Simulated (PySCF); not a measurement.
**Broadened absorption spectrum of C3H8OP2**

Species: C₃H₈OP₂.
Atom-mapped SMILES: `[OH:1][CH2:2][PH:3]/[CH:4]=[CH:5]/[PH2:6]` (hydrogens: H7 on O1; H8, H9 on C2; H10 on P3; H11 on C4; H12 on C5; H13, H14 on P6)

Computed with PySCF 2.14.0, density-fitted response routines, TDDFT PBE0/def2-SVPD, vertical, gas phase, core orbitals frozen in the response. The structure is a single GFN2-xTB conformer in the gas phase; no vibrational or solvent corrections.

Computed states:

```
state  E (eV)       f
   S1    5.03   0.114
   S2    5.52   0.169
   S3    5.89  0.0042
   S4    6.19   0.019
   S5    6.41   0.025
   S6    6.49   0.036
   S7    6.72  0.0083
   S8    6.76  0.0072
```

Broadening: Gaussians 0.5 eV wide at half height, area fixed by f = 4.319×10⁻⁹ ∫ε dν̃. The cross-section is σ = 3.8235×10⁻²¹ ε cm², given in Mb (10⁻¹⁸ cm²). The width is an assumption, not a result. The curve ends short of the highest state used, and states not computed would add to its high-energy end.

(1) Give the broadened spectrum and its maxima.

(2) Coming from long wavelengths, where does ε first pass 100 L mol⁻¹ cm⁻¹?

(3) Does any computed singlet lie in the visible range?

(4) On this curve, what absorbance would a 10⁻³ mol/L sample give at 280 nm over a 1 cm path?

Answers

(1) 
E (eV), σ (Mb) and a bar:
```
     4.28       0.04 
     4.32       0.08 
     4.35       0.13 
     4.39       0.24 
     4.42       0.36 
     4.45       0.54 
     4.49       0.89 #
     4.52       1.27 #
     4.56       1.96 ##
     4.59       2.67 ##
     4.62       3.55 ###
     4.66       5.03 ####
     4.69       6.39 #####
     4.73       8.52 #######
     4.76      10.34 ########
     4.80      12.98 ##########
     4.83      15.06 ############
     4.86      17.14 ##############
     4.90      19.82 ################
     4.93      21.65 ##################
     4.97      23.75 ###################
     5.00      25.02 ####################
     5.03      26.01 #####################
     5.07      26.96 ######################
     5.10      27.44 ######################
     5.14      27.93 #######################
     5.17      28.28 #######################
     5.20      28.72 #######################
     5.24      29.54 ########################
     5.27      30.37 #########################
     5.31      31.77 ##########################
     5.34      32.96 ###########################
     5.38      34.58 ############################
     5.41      35.66 #############################
     5.44      36.51 ##############################
     5.48      37.06 ##############################
     5.51      36.93 ##############################
     5.55      35.94 #############################
     5.58      34.57 ############################
     5.61      32.71 ##########################
     5.65      29.60 ########################
     5.68      26.93 ######################
     5.72      23.17 ###################
     5.75      20.34 ################
     5.78      17.65 ##############
     5.82      14.40 ############
     5.85      12.32 ##########
     5.89      10.09 ########
     5.92       8.84 #######
     5.96       7.74 ######
     5.99       7.30 ######
     6.02       7.16 ######
     6.06       7.38 ######
     6.09       7.79 ######
     6.13       8.61 #######
     6.16       9.37 ########
```

Maxima: 226 nm (5.49 eV), ε about 9700, made up of S2 (93%) (ε in L mol⁻¹ cm⁻¹; maxima over ε = 5, shares over 10%). At its high-energy end, 6.16 eV, the curve is still rising (ε about 2400, from S4, S5 and S6).

(2) At about 280 nm (4.42 eV), 0.61 eV below S1.

(3) No computed singlet lies in the visible range (380 to 750 nm); the lowest, at 246 nm, stands 1.77 eV above its violet end (3.26 eV).

(4) 280 nm is 4.428 eV, where ε is about 110 L mol⁻¹ cm⁻¹, so A = ε c l ≈ 0.11 (Beer–Lambert, with the gas-phase spectrum and the assumed width).
